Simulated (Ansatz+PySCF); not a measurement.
Two shapes of singlet C₆H₄.

Shape 1:

```xyz
10

C     0.0000    0.6262   -1.2346
C     0.0000   -0.6262   -1.2346
C     0.0000    1.4625   -0.1339
C     0.0000   -1.4625   -0.1339
C     0.0000    0.7026    1.0546
C     0.0000   -0.7026    1.0546
H     0.0000    2.5544   -0.1303
H     0.0000   -2.5544   -0.1303
H     0.0000    1.2297    2.0135
H     0.0000   -1.2297    2.0135
```

Shape 2:

```xyz
10

C     0.0333    0.5896   -1.2277
C     0.0380   -0.6005   -1.2147
C     0.0022    1.5017   -0.1030
C     0.0137   -1.4273   -0.1666
C    -0.0255    0.7116    1.0126
C     0.0487   -0.6997    1.0437
H     0.0099    2.6001   -0.1481
H     0.0429   -2.5574   -0.1558
H    -0.0295    1.2354    2.0535
H     0.0173   -1.1829    2.0172
```

Basis set: def2-SVP (spherical functions). Charge 0, multiplicity 1.

Computed with Ansatz (development build ahead of 0.2.0); each method stands on the lowest determinant of its kind that the runs found.

Question: Which shape is lower in energy, and by how much in each method?

Answer:

| method | E(2) − E(1) (eV) |
| --- | --- |
| UHF | 0.846 |
| PBE0 (unrestricted) | 0.520 |
| r²SCAN (restricted) | 0.545 |
| ωB97X (restricted) | 0.495 |
| ωB97X (unrestricted) | 0.495 |

Shape 1 is lower. Caution for UHF: the unrestricted determinant is a mixture of spin states; the determinant breaks the point group.
